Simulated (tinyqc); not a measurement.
Worked calculation: CIS on RHF in the sto-6g basis, for LiH, spin multiplicity 1. Computed by tinyqc, a small Python program that keeps every step (integrals from PySCF). Settings: charge = 0, multiplicity = 1, basis = sto-6g, method = RHF, energy threshold = 1e-10, iteration cap = 63, orthogonalisation = symmetric, start = atomic densities, DIIS depth = 6. Command: `OMP_NUM_THREADS=1 python tinyqc.py 23294 23295 out.jsonl` (the two numbers bound the seeds that draw the settings). One thread of a shared host (Intel(R) Xeon(R) Processor @ 2.60GHz), about 0.1 s of CPU time with the checks. The early iterations of the SCF are left out here.

## One-electron integrals

Geometry (angstrom):
```
atom,x,y,z
Li,0.000000,0.000000,0.000000
H,0.000000,0.000000,1.450000
```

Basis sto-6g: exponents (1/bohr^2) and contraction coefficients of normalised primitives:
```
element,l (shell),exponent,coefficient
Li,s (1),167.175846,0.009164
Li,s (1),30.651508,0.049361
Li,s (1),8.575187,0.168538
Li,s (1),2.945808,0.370563
Li,s (1),1.143944,0.416492
Li,s (1),0.471139,0.130334
Li,s (2),6.597564,-0.013253
Li,s (2),1.305830,-0.046992
Li,s (2),0.405851,-0.033785
Li,s (2),0.156146,0.250242
Li,s (2),0.067814,0.595117
Li,s (2),0.031084,0.240706
Li,p (3),6.597564,0.003760
Li,p (3),1.305830,0.037679
Li,p (3),0.405851,0.173897
Li,p (3),0.156146,0.418036
Li,p (3),0.067814,0.425860
Li,p (3),0.031084,0.101708
H,s (1),35.523221,0.009164
H,s (1),6.513144,0.049361
H,s (1),1.822143,0.168538
H,s (1),0.625955,0.370563
H,s (1),0.243077,0.416492
H,s (1),0.100112,0.130334
```

Overlap, kinetic and nuclear-attraction integrals over the contracted functions; the nuclear repulsion is the sum of Za Zb / Rab.

nuclear repulsion = 1.09484940 hartree

overlap S, lower triangle:
```
,1Li 1s,1Li 2s,1Li 2px,1Li 2py,1Li 2pz,2H 1s
1Li 1s,1.000000
1Li 2s,0.235742,1.000000
1Li 2px,0.000000,0.000000,1.000000
1Li 2py,0.000000,0.000000,0.000000,1.000000
1Li 2pz,0.000000,0.000000,0.000000,0.000000,1.000000
2H 1s,0.094050,0.434612,0.000000,0.000000,0.536219,1.000000
```

kinetic energy T (hartree), lower triangle:
```
,1Li 1s,1Li 2s,1Li 2px,1Li 2py,1Li 2pz,2H 1s
1Li 1s,3.616742
1Li 2s,-0.110723,0.106524
1Li 2px,0.000000,0.000000,0.320007
1Li 2py,0.000000,0.000000,0.000000,0.320007
1Li 2pz,0.000000,0.000000,0.000000,0.000000,0.320007
2H 1s,-0.015721,0.051481,0.000000,0.000000,0.152957,0.768522
```

nuclear attraction V (hartree), lower triangle:
```
,1Li 1s,1Li 2s,1Li 2px,1Li 2py,1Li 2pz,2H 1s
1Li 1s,-8.432093
1Li 2s,-0.914284,-1.507618
1Li 2px,0.000000,0.000000,-1.472763
1Li 2py,0.000000,0.000000,0.000000,-1.472763
1Li 2pz,-0.020532,-0.129784,0.000000,0.000000,-1.577159
2H 1s,-0.407800,-0.841578,0.000000,0.000000,-1.064371,-2.329021
```

core Hamiltonian H = T + V (hartree), lower triangle:
```
,1Li 1s,1Li 2s,1Li 2px,1Li 2py,1Li 2pz,2H 1s
1Li 1s,-4.815351
1Li 2s,-1.025007,-1.401094
1Li 2px,0.000000,0.000000,-1.152756
1Li 2py,0.000000,0.000000,0.000000,-1.152756
1Li 2pz,-0.020532,-0.129784,0.000000,0.000000,-1.257152
2H 1s,-0.423522,-0.790097,0.000000,0.000000,-0.911415,-1.560499
```

## Two-electron integrals

Functions are numbered as in S; the eight-fold symmetry (ij|kl) = (ji|kl) = (kl|ij) leaves the list below.

Two-electron integrals (ij|kl) in chemists' order, unique and non-zero (hartree):
```
i,j,k,l,(ij|kl)
1,1,1,1,1.681247
2,1,1,1,0.242603
2,1,2,1,0.044507
2,2,1,1,0.397190
2,2,2,1,0.090279
2,2,2,2,0.290625
3,1,3,1,0.009437
3,2,3,1,0.014261
3,2,3,2,0.064236
3,3,1,1,0.397190
3,3,2,1,0.090279
3,3,2,2,0.290625
3,3,3,3,0.313125
4,1,4,1,0.009437
4,2,4,1,0.014261
4,2,4,2,0.064236
4,3,4,3,0.016875
4,4,1,1,0.397190
4,4,2,1,0.090279
4,4,2,2,0.290625
4,4,3,3,0.279374
4,4,4,4,0.313125
5,1,5,1,0.009437
5,2,5,1,0.014261
5,2,5,2,0.064236
5,3,5,3,0.016875
5,4,5,4,0.016875
5,5,1,1,0.397190
5,5,2,1,0.090279
5,5,2,2,0.290625
5,5,3,3,0.279374
5,5,4,4,0.279374
5,5,5,5,0.313125
6,1,1,1,0.099588
6,1,2,1,0.017762
6,1,2,2,0.035879
6,1,3,3,0.035411
6,1,4,4,0.035411
6,1,5,1,0.002332
6,1,5,2,0.004500
6,1,5,5,0.036815
6,1,6,1,0.007811
6,2,1,1,0.175604
6,2,2,1,0.040114
6,2,2,2,0.130535
6,2,3,3,0.124629
6,2,4,4,0.124629
6,2,5,1,0.007003
6,2,5,2,0.036255
6,2,5,5,0.142347
6,2,6,1,0.018794
6,2,6,2,0.089157
6,3,3,1,0.003945
6,3,3,2,0.016436
6,3,5,3,0.006028
6,3,6,3,0.007557
6,4,4,1,0.003945
6,4,4,2,0.016436
6,4,5,4,0.006028
6,4,6,4,0.007557
6,5,1,1,0.202364
6,5,2,1,0.046829
6,5,2,2,0.157977
6,5,3,3,0.147776
6,5,4,4,0.147776
6,5,5,1,0.010992
6,5,5,2,0.055807
6,5,5,5,0.178380
6,5,6,1,0.023193
6,5,6,2,0.119940
6,5,6,5,0.165029
6,6,1,1,0.362409
6,6,2,1,0.084518
6,6,2,2,0.295056
6,6,3,3,0.270466
6,6,4,4,0.270466
6,6,5,1,0.018630
6,6,5,2,0.109670
6,6,5,5,0.344234
6,6,6,1,0.042390
6,6,6,2,0.245503
6,6,6,5,0.345540
6,6,6,6,0.774999
```

## Orthogonalisation

S = U s U^T; symmetric (Loewdin) form X = U s^(-1/2) U^T, so that X^T S X = 1.

eigenvalues of S: 0.307395  0.801213  1.000000  1.000000  1.158321  1.733070

X, lower triangle:
```
,1Li 1s,1Li 2s,1Li 2px,1Li 2py,1Li 2pz,2H 1s
1Li 1s,1.021925
1Li 2s,-0.120737,1.133695
1Li 2px,0.000000,0.000000,1.000000
1Li 2py,0.000000,0.000000,0.000000,1.000000
1Li 2pz,0.001777,0.138285,0.000000,0.000000,1.170791
2H 1s,-0.009222,-0.322776,0.000000,0.000000,-0.399201,1.283185
```

## Starting guess

The start is atomic minimal-basis densities projected into this basis (PySCF's MINAO start) and scaled to the electron count of each spin; this density is not idempotent, so its energy is not variational and may lie below the converged one.

D at the start, lower triangle:
```
,1Li 1s,1Li 2s,1Li 2px,1Li 2py,1Li 2pz,2H 1s
1Li 1s,2.075193
1Li 2s,-0.231129,1.060836
1Li 2px,0.000000,0.000000,0.000000
1Li 2py,0.000000,0.000000,0.000000,0.000000
1Li 2pz,-0.004759,0.024914,0.000000,0.000000,0.005715
2H 1s,0.009204,0.067150,0.000000,0.000000,0.066871,0.835414
```

## Iteration 8 (converged): orbitals

converged F (hartree), lower triangle:
```
,1Li 1s,1Li 2s,1Li 2px,1Li 2py,1Li 2pz,2H 1s
1Li 1s,-2.382751
1Li 2s,-0.618071,-0.215373
1Li 2px,0.000000,0.000000,0.162433
1Li 2py,0.000000,0.000000,0.000000,0.162433
1Li 2pz,0.011585,-0.115309,0.000000,0.000000,-0.016916
2H 1s,-0.249787,-0.290980,0.000000,0.000000,-0.244989,-0.185236
```

Diagonalise F' = X^T F X, C = X C', fill 2 alpha and 2 beta electrons from the bottom; D = 2 C_occ C_occ^T. Each column has its largest component positive (the first on a tie).

F' = X^T F X (hartree), lower triangle:
```
,1,2,3,4,5,6
1,-2.334855
2,-0.324562,0.016850
3,0.000000,0.000000,0.162433
4,0.000000,0.000000,0.000000,0.162433
5,0.032543,0.031210,0.000000,0.000000,0.167060
6,-0.075584,-0.296635,0.000000,0.000000,-0.334318,0.134290
```

orbital energies (hartree): MO1 -2.384299, MO2 -0.298130, MO3 0.079829, MO4 0.162433, MO5 0.162433, MO6 0.585945

coefficients C:
```
,MO1,MO2,MO3,MO4,MO5,MO6
1Li 1s,0.993612,-0.170071,-0.197066,0.000000,0.000000,0.063021
1Li 2s,0.022892,0.432540,0.799516,0.000000,0.000000,-0.772210
1Li 2px,0.000000,0.000000,0.000000,0.044220,0.999022,0.000000
1Li 2py,0.000000,0.000000,0.000000,0.999022,-0.044220,0.000000
1Li 2pz,-0.006793,0.350436,-0.617367,0.000000,0.000000,-1.022373
2H 1s,0.006976,0.548609,-0.120736,0.000000,0.000000,1.262773
```

D after iteration 8, lower triangle:
```
,1Li 1s,1Li 2s,1Li 2px,1Li 2py,1Li 2pz,2H 1s
1Li 1s,2.032378
1Li 2s,-0.101634,0.375231
1Li 2px,0.000000,0.000000,0.000000
1Li 2py,0.000000,0.000000,0.000000,0.000000
1Li 2pz,-0.132697,0.302845,0.000000,0.000000,0.245703
2H 1s,-0.172742,0.474910,0.000000,0.000000,0.384410,0.602040
```

Within a degenerate level the vectors are fixed only up to a rotation; this is one choice.

## Convergence

Stop when the energy changes by less than 1e-10 hartree and every element of the error matrix X^T (F D S - S D F) X is below 3e-06.

Course of the cycle:
```
iteration,E (hartree),change,largest element of the error matrix
1,-7.76793216,-,2.22e-01
2,-7.94462747,-1.77e-01,7.53e-02
3,-7.95166177,-7.03e-03,1.93e-02
4,-7.95259713,-9.35e-04,5.41e-03
5,-7.95276472,-1.68e-04,2.35e-04
6,-7.95276490,-1.78e-07,1.30e-05
7,-7.95276490,-3.67e-10,9.05e-07
8,-7.95276490,-1.25e-12,2.79e-07
```

PySCF RHF in the same basis = -7.95276490 hartree

Converged in 8 iterations.

## Populations, bond orders and dipole

Mulliken: Z minus the diagonal of D S on the atom; Loewdin: the same with S^(1/2) D S^(1/2); Mayer order: 2 sum_s sum (D(s) S)_ij (D(s) S)_ji over the two atoms.

Charges (e):
```
atom,Mulliken,Loewdin
1Li,-0.001677,-0.001966
2H,0.001677,0.001966
```

Mayer bond orders:
```
pair,order
2-1,0.999997
```

dipole moment about the origin, x y z (debye): 0.000000  0.000000  -4.873224

## Integrals over molecular orbitals

(pq|rs) = sum C_ip C_jq C_kr C_ls (ij|kl), one index at a time.

one-electron integrals over orbitals h = C^T H C (hartree), lower triangle:
```
,1,2,3,4,5,6
1,-4.807244
2,0.111003,-1.557941
3,0.171081,0.032779,-1.141887
4,0.000000,0.000000,0.000000,-1.152756
5,0.000000,0.000000,0.000000,0.000000,-1.152756
6,-0.026878,-0.097773,0.037803,0.000000,0.000000,-0.932724
```

Two-electron integrals over orbitals (pq|rs), unique and non-zero (hartree):
```
p,q,r,s,(pq|rs)
1,1,1,1,1.663894
2,1,1,1,-0.118850
2,1,2,1,0.015524
2,2,1,1,0.387287
2,2,2,1,0.007848
2,2,2,2,0.500761
3,1,1,1,-0.140024
3,1,2,1,0.012112
3,1,2,2,-0.017434
3,1,3,1,0.022613
3,2,1,1,0.012013
3,2,2,1,-0.003812
3,2,2,2,-0.044693
3,2,3,1,-0.000111
3,2,3,2,0.010981
3,3,1,1,0.400163
3,3,2,1,-0.012061
3,3,2,2,0.227491
3,3,3,1,0.001984
3,3,3,2,0.005361
3,3,3,3,0.340886
4,1,4,1,0.010060
4,2,4,1,0.007498
4,2,4,2,0.023922
4,3,4,1,0.010204
4,3,4,2,0.018933
4,3,4,3,0.041389
4,4,1,1,0.396934
4,4,2,1,-0.004410
4,4,2,2,0.277651
4,4,3,1,-0.004660
4,4,3,2,0.004241
4,4,3,3,0.282829
4,4,4,4,0.313125
5,1,5,1,0.010060
5,2,5,1,0.007498
5,2,5,2,0.023922
5,3,5,1,0.010204
5,3,5,2,0.018933
5,3,5,3,0.041389
5,4,5,4,0.016875
5,5,1,1,0.396934
5,5,2,1,-0.004410
5,5,2,2,0.277651
5,5,3,1,-0.004660
5,5,3,2,0.004241
5,5,3,3,0.282829
5,5,4,4,0.279374
5,5,5,5,0.313125
6,1,1,1,0.044046
6,1,2,1,-0.008491
6,1,2,2,-0.005428
6,1,3,1,-0.001663
6,1,3,2,0.001094
6,1,3,3,0.009268
6,1,4,4,-0.000026
6,1,5,5,-0.000026
6,1,6,1,0.007260
6,2,1,1,-0.023690
6,2,2,1,0.006312
6,2,2,2,0.136663
6,2,3,1,-0.001130
6,2,3,2,-0.031957
6,2,3,3,-0.008794
6,2,4,4,-0.008332
6,2,5,5,-0.008332
6,2,6,1,0.000440
6,2,6,2,0.123849
6,3,1,1,0.013881
6,3,2,1,-0.004157
6,3,2,2,-0.049592
6,3,3,1,0.004704
6,3,3,2,0.007155
6,3,3,3,0.035555
6,3,4,4,0.000424
6,3,5,5,0.000424
6,3,6,1,0.003868
6,3,6,2,-0.029394
6,3,6,3,0.025106
6,4,4,1,-0.006040
6,4,4,2,-0.019516
6,4,4,3,-0.014229
6,4,6,4,0.019651
6,5,5,1,-0.006040
6,5,5,2,-0.019516
6,5,5,3,-0.014229
6,5,6,5,0.019651
6,6,1,1,0.363594
6,6,2,1,0.004928
6,6,2,2,0.461295
6,6,3,1,-0.011279
6,6,3,2,-0.039952
6,6,3,3,0.241778
6,6,4,4,0.270405
6,6,5,5,0.270405
6,6,6,1,-0.001733
6,6,6,2,0.144113
6,6,6,3,-0.042094
6,6,6,6,0.458857
```

## CIS matrix, singlets

A(ia,jb) = (e_a - e_i) d_ij d_ab + 2 (ia|jb) - (ij|ab).

CIS matrix A, singlet (hartree), lower triangle:
```
,1>3,1>4,1>5,1>6,2>3,2>4,2>5,2>6
1>3,2.109190
1>4,0.000000,2.169918
1>5,0.000000,0.000000,2.169918
1>6,-0.017207,0.000000,0.000000,2.621171
2>3,0.011839,0.000000,0.000000,0.006345,0.172428
2>4,0.000000,0.019406,0.000000,0.000000,0.000000,0.230755
2>5,0.000000,0.000000,0.019406,0.000000,0.000000,0.000000,0.230755
2>6,0.001896,0.000000,0.000000,-0.004048,-0.014322,0.000000,0.000000,0.670478
```

## CIS singlet states

dipole integrals <i|r|a> (bohr):
```
,x,y,z
1>3,0.000000,0.000000,-0.141877
1>4,0.008781,0.198389,0.000000
1>5,0.198389,-0.008781,0.000000
1>6,0.000000,0.000000,-0.098151
2>3,0.000000,0.000000,-0.338658
2>4,0.042529,0.960833,0.000000
2>5,0.960833,-0.042529,0.000000
2>6,0.000000,0.000000,0.578659
```

Diagonalise A (1 hartree = 27.211386 eV); each vector has its largest component positive (the first on a tie). The transition dipole is mu = sqrt2 sum c_ia <i|r|a>.

singlet excitation energies (eV): 4.678386  6.273879  6.273879  18.255529  57.380359  59.051760  59.051760  71.342034

lowest vectors:
```
,state 1,state 2,state 3,state 4,state 5,state 6
1>3,-0.006159,0.000000,0.000000,-0.001056,0.999419,0.000000
1>4,0.000000,-0.001420,-0.009904,0.000000,0.000000,0.786664
1>5,0.000000,-0.009904,0.001420,0.000000,0.000000,-0.617300
1>6,-0.002585,0.000000,0.000000,0.002159,0.033488,0.000000
2>3,0.999565,0.000000,0.000000,-0.028719,0.006212,0.000000
2>4,0.000000,0.141948,0.989824,0.000000,0.000000,0.007872
2>5,0.000000,0.989824,-0.141948,0.000000,0.000000,-0.006177
2>6,0.028718,0.000000,0.000000,0.999585,0.001162,0.000000
```

oscillator strengths 2/3 w |mu|^2: 0.023586  0.283159  0.283159  0.309356  0.060354  0.125420

Within a degenerate level the vectors are fixed only up to a rotation; this is one choice.

## CIS matrix, triplets

A(ia,jb) = (e_a - e_i) d_ij d_ab - (ij|ab).

CIS matrix A, triplet (hartree), lower triangle:
```
,1>3,1>4,1>5,1>6,2>3,2>4,2>5,2>6
1>3,2.063965
1>4,0.000000,2.149799
1>5,0.000000,0.000000,2.149799
1>6,-0.013881,0.000000,0.000000,2.606651
2>3,0.012061,0.000000,0.000000,0.004157,0.150467
2>4,0.000000,0.004410,0.000000,0.000000,0.000000,0.182912
2>5,0.000000,0.000000,0.004410,0.000000,0.000000,0.000000,0.182912
2>6,0.004157,0.000000,0.000000,-0.004928,0.049592,0.000000,0.000000,0.422780
```

## CIS triplet states

Diagonalise A (1 hartree = 27.211386 eV); each vector has its largest component positive (the first on a tie).

triplet excitation energies (eV): 3.854273  4.977014  4.977014  11.741686  56.156113  58.499268  58.499268  70.940700

lowest vectors:
```
,state 1,state 2,state 3,state 4,state 5,state 6
1>3,-0.005818,0.000000,0.000000,-0.003774,0.999650,0.000000
1>4,0.000000,-0.001799,-0.001338,0.000000,0.000000,0.452595
1>5,0.000000,0.001338,-0.001799,0.000000,0.000000,0.891713
1>6,-0.002041,0.000000,0.000000,0.001875,0.025531,0.000000
2>3,0.984786,0.000000,0.000000,0.173648,0.006426,0.000000
2>4,0.000000,0.802325,0.596883,0.000000,0.000000,0.001015
2>5,0.000000,-0.596883,0.802325,0.000000,0.000000,0.002000
2>6,-0.173665,0.000000,0.000000,0.984799,0.002650,0.000000
```

Within a degenerate level the vectors are fixed only up to a rotation; this is one choice.
